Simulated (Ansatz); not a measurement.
Input file:

```yaml
crystal:
  periodic: [false, false, false]
  atoms:
    - {symbol: In, position_ang: [0.000000, 0.000000, 0.000000]}
    - {symbol: H, position_ang: [0.000000, 0.000000, 1.893800]}
basis:
  gaussian: {orbitals: def2-SVPD}
total_charge: -1
magnetization: {spin_polarized: false, initial_magnetization: 1}
correlation: {method: sc_nevpt2, electrons: outside_noble_gas, active_space: {window: {electrons: 5, orbitals: 5}, states: [{multiplicity: 2, weights: [0.5, 1, 0.5]}]}}
```

```sh
$ ansatz run in.yaml --threads 1 --pin off --events-out ev --progress --plain --max-ram 2393MiB
```

Log:

```
850 factors; integrals over basis functions are off by at most 9.3e-8 eV
mean field evaluation 1: about -5163.1926 eV, gradient 8.1e0 eV
mean field evaluation 2: about -5163.1990 eV, gradient 8.1e0 eV
mean field evaluation 4: about -5163.5840 eV, gradient 8.0e-1 eV
mean field evaluation 8: about -5163.5929 eV, gradient 2.0e-1 eV
mean field evaluation 16: about -5163.4482 eV, gradient 2.7e0 eV
mean field evaluation 32: about -5163.5684 eV, gradient 5.4e-1 eV
mean field -5163.59357964 eV, -189.7585640423 hartree, gradient 1.5e-6 eV, S^2 0.750000; 6 other end points of the search recorded, 0 dependent functions left out
reference -5163.59357964 eV, -189.7585640423 hartree; 12, 11 occupied and 28, 29 virtual orbitals, 850 factors
state -5163.76932670 eV, -189.7650226277 hartree
state -5163.76932670 eV, -189.7650226276 hartree
state -5162.67996656 eV, -189.7249893809 hartree
state -5163.76932670 eV, -189.7650226277 hartree; corrected -5165.07452960 eV, -189.8129879497 hartree
state -5163.76932670 eV, -189.7650226276 hartree; corrected -5165.07452960 eV, -189.8129879496 hartree
state -5162.67996656 eV, -189.7249893809 hartree; corrected -5163.85115637 eV, -189.7680298124 hartree
an earlier search ended where averaged states of different weights were degenerate, so these states were given the mean of their weights and the orbitals were optimised with it
Total energy: -5164.76868629 eV, -189.8017484153 hartree
```

The total printed last is the weighted mean of the 3 states, 0.306 eV above the lowest of them, and is no single state's energy.

Ran on 1 thread of Arm Neoverse V2, shared host: 1.9 s wall, 0.09 GiB peak host memory.
